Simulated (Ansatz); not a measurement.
# C3H5FS, SMILES FCCC=S: harmonic frequencies at the relaxed geometry

Program: Ansatz's Python interface.

The cells in order, each with its output:

```python
import ansatz as az
from ase import Atoms
import numpy as np
```

```python
atoms = Atoms(["F", "C", "C", "C", "S", "H", "H", "H", "H", "H"], positions=[
    (-2.2311, -0.3711, -0.3621),
    (-1.0293, 0.3128, -0.3528),
    (0.0569, -0.5673, 0.2594),
    (1.37, 0.1632, 0.316),
    (2.3137, 0.0796, -0.7651),
    (-0.7616, 0.5818, -1.3969),
    (-1.15, 1.2432, 0.2426),
    (-0.2397, -0.8406, 1.2946),
    (0.1477, -1.5104, -0.3251),
    (1.5235, 0.9089, 1.0894),
])
molecule = az.Crystal.molecule_from_ase(atoms)

base = molecule.calculation()
base = base.basis(gaussian="6-31G*")
base = base.functional("b3lyp", dispersion="d3bj")
symbols = [site.symbol for site in molecule.cartesian_sites]
start = np.array([site.position_ang for site in molecule.cartesian_sites], dtype=float)
def progress(event):
    if event["event"] == "relax_step":
        row = event["data"]
        print(f"step {row['step']:3d}  E = {row['lagrangian_ev']:.6f} eV  max force {row['allowed_force_max_ev_ang']:.4f} eV/A")
```

```python
summary = base.relax(force_tolerance=0.003).session().plan().execute(on_event=progress).report
end = np.array(summary["positions_ang"])
```

    step   1  E = -16743.047505 eV  max force 9.5678 eV/A
    step   2  E = -16743.881726 eV  max force 4.5425 eV/A
    step   3  E = -16744.002314 eV  max force 2.4807 eV/A
    step   4  E = -16744.106348 eV  max force 1.8335 eV/A
    step   5  E = -16744.193265 eV  max force 0.1879 eV/A
    step   6  E = -16744.195361 eV  max force 0.0885 eV/A
    step   7  E = -16744.196386 eV  max force 0.0450 eV/A
    step   8  E = -16744.196908 eV  max force 0.0421 eV/A
    step   9  E = -16744.197332 eV  max force 0.0234 eV/A
    step  10  E = -16744.197660 eV  max force 0.0065 eV/A
    step  11  E = -16744.197762 eV  max force 0.0699 eV/A
    step  12  E = -16744.197877 eV  max force 0.0269 eV/A
    step  13  E = -16744.197967 eV  max force 0.0147 eV/A
    step  14  E = -16744.197959 eV  max force 0.0322 eV/A
    step  15  E = -16744.197986 eV  max force 0.0115 eV/A
    step  16  E = -16744.197997 eV  max force 0.0024 eV/A

```python
print("final positions (A) and the move of each atom")
for symbol, xyz, old in zip(symbols, end, start):
    print(f"{symbol:2s} {xyz[0]:10.5f} {xyz[1]:10.5f} {xyz[2]:10.5f}   {np.linalg.norm(xyz - old):7.4f}")
```

    final positions (A) and the move of each atom
    F    -2.26470   -0.37003   -0.24240    0.1243
    C    -1.06668    0.32371   -0.32352    0.0487
    C     0.05913   -0.56492    0.21915    0.0404
    C     1.35438    0.18457    0.28059    0.0442
    S     2.64261   -0.05231   -0.68172    0.3641
    H    -0.87932    0.58231   -1.37164    0.1204
    H    -1.15905    1.24827    0.25974    0.0200
    H    -0.22937   -0.87564    1.23320    0.0714
    H     0.15571   -1.45383   -0.40910    0.1016
    H     1.38741    0.97797    1.03570    0.1618

```python
# frequencies need a stationary point, so they are taken at the relaxed geometry
minimum = az.Crystal.molecule()
for symbol, xyz in zip(symbols, end):
    minimum = minimum.atom(symbol, xyz.tolist())
vibrating = minimum.calculation()
vibrating = vibrating.basis(gaussian="6-31G*").functional("b3lyp", dispersion="d3bj")
vibrating = vibrating.phonons(temperatures=(200, 600, 100))
vib = vibrating.run(threads=1, pin="off").report["vibrations"]
sums = vib["harmonic_sums"]
modes = [m["omega_inv_cm"] for m in sums["modes_at_gamma"] if m["rigid_motion"] == "no"]
print("frequencies (1/cm):", " ".join(f"{w:.0f}" for w in modes))
print("imaginary modes:", sum(w < 0 for w in modes), " zero-point energy:", round(sums["zero_point_energy_ev"], 4), "eV")
print("T (K)   F_vib (eV)   S_vib (meV/K)   C_vib (meV/K)")
for row in zip(sums["temperatures_k"], sums["vibrational_free_energy_ev"], vib["entropy_ev_per_k"], vib["heat_capacity_ev_per_k"]):
    print(f"{row[0]:6.1f} {row[1]:11.4f} {1000 * row[2]:13.4f} {1000 * row[3]:15.4f}")
```

    frequencies (1/cm): 48 107 272 346 465 807 834 931 1044 1086 1115 1169 1241 1287 1324 1421 1444 1510 1551 3042 3053 3089 3103 3139
    imaginary modes: 0  zero-point energy: 2.0724 eV
    T (K)   F_vib (eV)   S_vib (meV/K)   C_vib (meV/K)
     200.0      2.0354        0.3766          0.3522
     300.0      1.9890        0.5518          0.5312
     400.0      1.9249        0.7319          0.7304
     500.0      1.8425        0.9150          0.9129
     600.0      1.7420        1.0955          1.0669

Reading the output:
- The settings weren't tested for convergence.
- The frequencies are harmonic and unscaled, in a modest basis. The result belongs to the one conformer reached from this start, and soft torsions count as harmonic oscillators.
- b3lyp holds the VWN-RPA fit, as in Gaussian; the form of ORCA and Turbomole is b3lyp5.
- Run time: 2.2 min on 1 thread of Intel(R) Xeon(R) 6975P-C (Granite Rapids) (shared host), peak memory 0.27 GiB.

(Lines on the test bed's own set-up are left out of the output.)
